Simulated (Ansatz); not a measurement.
## Forces on a displaced structure

CH5BN (SMILES C[B]N), doublet, displaced at random from its PBE0-D4/def2-TZVP minimum.

```xyz
8
angstrom
C -0.7189 0.8505 -0.5321
B 0.0436 -0.5841 -0.5272
N 0.8518 -1.0815 0.5905
H -1.6464 0.7028 -0.5247
H -0.4278 1.3586 -1.4050
H -0.4780 1.4288 0.3587
H 1.0911 -0.5732 1.3626
H 1.1280 -2.0742 0.4969
```

Program: Ansatz 0.2.0. Basis: def2-TZVPP. Cores are frozen in the correlated methods; orbitals are unrestricted.

CCSD(T) forces from the calculation:
```json
{"atom": "C1", "Fx": "7.905", "Fy": "-0.703", "Fz (eV/Å)": "1.010"}
{"atom": "B2", "Fx": "0.715", "Fy": "0.280", "Fz (eV/Å)": "2.342"}
{"atom": "N3", "Fx": "-2.077", "Fy": "-2.050", "Fz (eV/Å)": "-5.124"}
{"atom": "H4", "Fx": "-7.929", "Fy": "-1.227", "Fz (eV/Å)": "-0.205"}
{"atom": "H5", "Fx": "0.263", "Fy": "0.966", "Fz (eV/Å)": "-1.146"}
{"atom": "H6", "Fx": "0.282", "Fy": "0.185", "Fz (eV/Å)": "0.075"}
{"atom": "H7", "Fx": "0.751", "Fy": "1.248", "Fz (eV/Å)": "2.398"}
{"atom": "H8", "Fx": "0.090", "Fy": "1.302", "Fz (eV/Å)": "0.650"}
```

Root-mean-square difference of the force components from those of CCSD(T): PBE-D4 0.158; r2SCAN-D4 0.071; PBE0-D4 0.098; wB97M-V 0.084 eV/Å.

T1 diagnostic: at most 0.014. ⟨S²⟩ of the unrestricted Hartree–Fock references: 0.76 (a pure state has 0.75).

For scale, one of the runs: CCSD(T)/def2-TZVPP forces, 163 basis functions (an equivalent command: `ansatz run in.yaml --threads 4`). The run took 3.3 min on 4 CPU threads (shared host), with 6 GiB of host memory at its peak.
